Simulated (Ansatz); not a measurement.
# doublet SF: levels of theory in one basis

```xyz
2

S     0.0000    0.0000    0.0000
F     0.0000    0.0000    1.6810
```

Basis set: def2-SVP (spherical functions). Left uncorrelated: 6 orbitals. Correlation on ROHF uses semicanonical orbitals with singles. Charge 0, multiplicity 2.

Computed with Ansatz (development build ahead of 0.2.0); each method stands on the lowest determinant of its kind that the runs found.

```json
{"method": "ROHF", "E − E(ROHF) (eV)": "0.00", "<S²> of the determinant": "0.75"}
{"method": "UHF", "E − E(ROHF) (eV)": "-0.12", "<S²> of the determinant": "0.76"}
{"method": "ROHF-MP2", "E − E(ROHF) (eV)": "-8.11", "<S²> of the determinant": "–"}
{"method": "UHF-MP2", "E − E(ROHF) (eV)": "-8.09", "<S²> of the determinant": "0.76"}
```

What does ROHF-CCSD(T) give on the same scale?

-8.77 eV.
